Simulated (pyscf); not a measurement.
Optimised with ωB97X-D3(BJ)/def2-SVP in PySCF.

### Question
Estimate the classical barrier height and the reaction energy of H₂B–O–GeH₃ + HF → HO–GeH₃ + H₂B–F at ωB97M-D3(BJ)/def2-TZVP. The step runs on the singlet surface, breaks B–O, F–H and forms H–O, B–F; take the separated reactants as zero.

### Answer
ΔE‡ = 40.0 kJ/mol, ΔE = -0.1 kJ/mol. Zero-point energy shifts the barrier by +4.6 kJ/mol. It is a four-centre exchange, with an imaginary mode of 883i cm⁻¹. On the reactant side the descent ends in a bound adduct, 35.1 kJ/mol under the separated species and 75.6 kJ/mol under the saddle at ωB97X-D3(BJ)/def2-TZVP. On the product side the descent ends in an adduct with a B–O contact, 61.0 kJ/mol under the separated species and 99.6 kJ/mol under the saddle at ωB97X-D3(BJ)/def2-TZVP. What is counted as broken (B–O) persists as a longer contact in the product adduct; parting that adduct is a step of its own. One saddle was located; it need not be the lowest between these sides. Elements up to Kr have no core potential and no relativistic terms here.
